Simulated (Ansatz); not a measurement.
## [SiH₃···H···O], triplet: reading a ladder of total energies

Geometry: a point of a hydrogen-transfer path between rigid fragments, not a stationary point.

```yaml
atoms:
  - { symbol: Si, position_ang: [-0.9480, 0.0000, 0.0000] }
  - { symbol: H, position_ang: [-1.4429, 1.3997, 0.0000] }
  - { symbol: H, position_ang: [-1.4429, -0.6999, 1.2122] }
  - { symbol: H, position_ang: [-1.4429, -0.6999, -1.2122] }
  - { symbol: H, position_ang: [0.7440, 0.0000, 0.0000] }
  - { symbol: O, position_ang: [1.8900, 0.0000, 0.0000] }
```

Basis cc-pVDZ; Ansatz 0.2.0. Only valence electrons are correlated (noble-gas cores frozen), which leaves 14 electrons in 46 orbitals. Prefix R: restricted or restricted open-shell reference; prefix U: unrestricted.

Full CI isn't at hand for all of this; UCCSDT(Q) serves as the reference, and is uncertain by about the last step of the cluster series.

Runs differ by some tens of microhartree through their thresholds and, for an open shell, their frozen cores, so steps under 0.03 kcal/mol mean nothing.

```tsv
level	total energy (hartree)
UHF	-365.987153
UMP2	-366.237002
UCCSD	-366.281258
UCCSD(T)	-366.286578
UCCSDT	-366.287596
UCCSDT(Q)	-366.288010
```

What is the correlation energy at UCCSDT(Q), and what share of it do UMP2 and UCCSD recover?

E(corr) = -366.288010 − (-365.987153) = -0.300857 hartree = -8.187 eV. UMP2: -0.249849 / -0.300857 = 83.05 %. UCCSD: -0.294105 / -0.300857 = 97.76 %.

By how many kcal/mol does UCCSD(T) miss UCCSDT(Q) (1 hartree = 627.509 kcal/mol), and which steps make up the rest?

-366.286578 − (-366.288010) = 0.001432 hartree = 0.90 kcal/mol. Steps: UCCSDT − UCCSD(T) = -0.64, UCCSDT(Q) − UCCSDT = -0.26 kcal/mol. Differences between like states or geometries often cancel part of this.
